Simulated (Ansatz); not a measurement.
CH4BN can be A, `BC=N`, or B, `BN=C`.

Calculated with Ansatz (gas phase, PBE0-D4/def2-TZVP geometries, no zero-point term in ΔE). CCSD(T)/CBS is the MP2 limit (def2-TZVPP, def2-QZVPP) plus CCSD(T) − MP2 in def2-TZVPP, frozen cores. DFT in def2-TZVPP. B3LYP here is the variant with VWN-RPA as its local correlation; programs differ in this. Each species was taken in one conformer, which may not be the lowest.

Question: Which is lower in electronic energy at CCSD(T)/CBS, and by how much? (Estimate.)

Answer: Computed: B, by 28.4 kcal/mol.

Question: Give E(B) − E(A) in kcal/mol with CCSD(T)/def2-TZVPP, CCSD/def2-TZVPP, r2SCAN-D4, B2PLYP, MP2/def2-TZVPP, PBE-D4, B3LYP. (An estimate is asked.)

Answer: The calculation gave: CCSD(T)/def2-TZVPP -28.3, CCSD/def2-TZVPP -27.8, r2SCAN-D4 -33.0, B2PLYP -30.6, MP2/def2-TZVPP -29.0, PBE-D4 -33.9, B3LYP -32.1. None reverses the order clearly.

Question: Does the order hold for the free energy at 298.15 K (harmonic terms from PBE0-D4)? (An estimate is asked.)

Answer: Ansatz gave: Yes: G(B) − G(A) = -27.2 kcal/mol, for one conformer each.

Largest T1 diagnostic: 0.016.

From PBE to PBE0 (25 % exact exchange), in def2-TZVPP and without D4, E(B) − E(A) moves by +2.2 kcal/mol. In def2-TZVPP, CCSD(T) changes the Hartree–Fock value by −3.1 kcal/mol (the triples alone add −0.6 kcal/mol) and MP2 by −3.7 kcal/mol.
